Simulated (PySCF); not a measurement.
Indirect couplings

Geometry (Å), atoms numbered from 1 in this order:
```xyz
12

C    -1.6845   -0.1308   -0.1821
C    -0.2258   -0.5408   -0.1958
C     0.6953    0.5742    0.2745
N     2.0230    0.3260    0.1095
O     0.2832    1.6020    0.7702
H    -1.8646    0.7075   -0.8704
H    -1.9792    0.2092    0.8203
H    -2.3334   -0.9682   -0.4768
H     0.0910   -0.8642   -1.2025
H    -0.0566   -1.4101    0.4646
H     2.3670   -0.5270   -0.3050
H     2.6846    1.0221    0.4260
```

Couplings: B3LYP/pcJ-1 (spin–dipole term only in couplings to heteroatoms) in PySCF 2.14, geometry PBE0-D3(BJ)/def2-SVP; gas phase, one conformer, non-relativistic. Couplings are averaged over pairs made equivalent by symmetry, fast rotation or ring inversion, so a value needn't be that of the named pair in this geometry, while other rotamers aren't included; one pair stands for each set, and the list holds a selection of those of at least 0.8 Hz over up to four bonds, among pairs with at least one C or N or H atom (others weren't computed).

Isotopes: 13C, 1H, 15N, 17O. Couplings to quadrupolar nuclei such as 17O and 33S are rarely resolved in practice.

```
    pair  bonds  J (Hz)
  C1, C2      1    40.8
  C1, H6      1       ?
  C2, C3      1    51.2
  C2, H9      1   128.4
  C3, N4      1   -16.6
  C3, O5      1       ?
 N4, H11      1   -94.8
 N4, H12      1   -96.0
  C1, C3      2    -1.5
  C1, H9      2    -3.6
  C2, N4      2       ?
  C2, O5      2    -2.1
  C2, H6      2    -3.8
  C3, H9      2    -5.3
 C3, H11      2     6.0
  H6, H7      2       ?
 H9, H10      2   -18.8
H11, H12      2     7.6
  C1, O5      3       ?
 C2, H12      3       ?
  C3, H6      3       ?
  O5, H9      3       ?
 O5, H11      3    -1.1
 O5, H12      3     1.2
  H6, H9      3     8.4
 C1, H12      4     1.6
```

Question: Estimate the withheld couplings, with signs.

Answer: 
- 1J(C1,H6) = 135.0 Hz (bond length 1.100 Å, sp3 carbon)
- 1J(C3,O5) = 29.0 Hz (bond length 1.213 Å)
- 2J(C2,N4) = -11.2 Hz (angle at C3 115°)
- 2J(H6,H7) = -14.0 Hz (mean over equivalent pairs that range from -15.3 to -13.4 Hz in this conformer)
- 3J(C1,O5) = -1.7 Hz (dihedral angle 9°)
- 3J(C2,H12) = 7.1 Hz (dihedral angle 178°)
- 3J(C3,H6) = 5.4 Hz (mean over equivalent pairs that range from 2.0 to 11.9 Hz in this conformer)
- 3J(O5,H9) = -1.0 Hz (dihedral angle 133°)
